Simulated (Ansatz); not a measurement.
# CP (doublet): the correlation ladder at distance C1–P2 = 1.550 Å, 6-31G

Aim: climb from Hartree-Fock through coupled cluster and multireference methods for CP (doublet) at one geometry and basis, and see what each rung misses.

Computed with Ansatz 0.2.0, Gaussian basis. Level: 6-31G, core rule «outside noble gas», up to 6 orbitals frozen.

The runs, in order: UHF; CCSD(T) on ROHF; CCSD(T) on UHF; BCCD(T) on ROHF; CISD; CCSDT(Q) on ROHF; CCSDT(Q) on UHF; CISDTQ; CCSDTQ on ROHF; CCSDTQ on UHF; CASSCF and MRCISD+Q, 3 electrons in 3 orbitals; CASSCF and NEVPT2, 3 electrons in 3 orbitals; CASSCF and MRCISD+Q, 9 electrons in 8 orbitals; CASSCF and NEVPT2, 9 electrons in 8 orbitals; Full CI.

26 further runs of the same task are left out: 10 for a known fault of the program, 13 that didn't finish, 3 set aside as unsound or not needed.

**1. What is computed**

The geometry derives from a PBE0/def2-TZVP stationary point (not a proven minimum). One bond is set to the value named and the two fragments are kept rigid.

2 atoms, charge 0, spin multiplicity 2.

Atoms are counted from 1 here; the program's logs count them from 0.

Bond lengths: C1–P2 1.550 Å.

As a file:

```
C     0.00000    0.00000    0.00000
P     0.00000    0.00000    1.54970
```

**2. UHF**

Input file in.yaml:

```yaml
crystal:
  periodic: [false, false, false]
  atoms:
    - {symbol: C, position_ang: [0.000000, 0.000000, 0.000000]}
    - {symbol: P, position_ang: [0.000000, 0.000000, 1.549700]}
basis:
  gaussian: {orbitals: 6-31G}
magnetization: {spin_polarized: true, initial_magnetization: 1}
hamiltonian: {xc: hf}
output: {orbitals: {seedname: orbitals}}
```

Command:

```
> ansatz run in.yaml --threads 1 --pin off --events-out ev --progress --plain --max-ram 2393MiB
```

Further steps of the session: CCSD(T) on ROHF; CCSD(T) on UHF; BCCD(T) on ROHF; CISD; CCSDT(Q) on ROHF; CCSDT(Q) on UHF; CISDTQ; CCSDTQ on ROHF; CCSDTQ on UHF; CASSCF and MRCISD+Q, 3 electrons in 3 orbitals; CASSCF and NEVPT2, 3 electrons in 3 orbitals; CASSCF and MRCISD+Q, 9 electrons in 8 orbitals; CASSCF and NEVPT2, 9 electrons in 8 orbitals; Full CI.

**Question.** What will the summary of the whole plan be? Wanted: FCI below the RHF energy; RMP2 from FCI; UMP2 from FCI; RCCSD from FCI; RCCSD(T) from FCI; UCCSD(T) from FCI; RCCSDT(Q) from FCI; UCCSDT(Q) from FCI; NEVPT2 pair from FCI.

The runs gave:

```
                         quantity                                                                             value
         FCI below the RHF energy                                                                        -4.8751 eV
                    RMP2 from FCI                                                                        +485.5 meV
                    UMP2 from FCI                                                                       +1523.0 meV
                   RCCSD from FCI                                                                        +256.4 meV
                RCCSD(T) from FCI                                                                         +64.6 meV
                UCCSD(T) from FCI                                                                         +95.6 meV
               RCCSDT(Q) from FCI                                                                          +1.5 meV
               UCCSDT(Q) from FCI                                                                         +15.7 meV
             NEVPT2 pair from FCI                                                                        +605.2 meV
           MRCISD+Q pair from FCI                                                                         +71.5 meV
          NEVPT2 valence from FCI                                                                        +316.4 meV
levels within 1 kcal/mol (43 meV)  CISDTQ, RCCSDT(Q), UCCSDT(Q), RCCSDTQ, UCCSDTQ, MRCISD valence, MRCISD+Q valence
                    T1 diagnostic                                                                             0.041
   effectively unpaired electrons                                                                              1.24
```

In words: RCCSD(T) misses by +64.6 meV, 1.3 % of the correlation energy. CCSD(T) misses by +64.6 meV on the restricted determinant and by +95.6 meV on the unrestricted one; the two need not hold the same state or core. The occupations show some static correlation. Of the multireference levels listed MRCISD+Q valence comes nearest in total energy (+11.5 meV), which doesn't show that its space is the better one. These misses are within one basis, not against nature; the frozen cores of restricted and unrestricted runs differ, which can shift their rows.
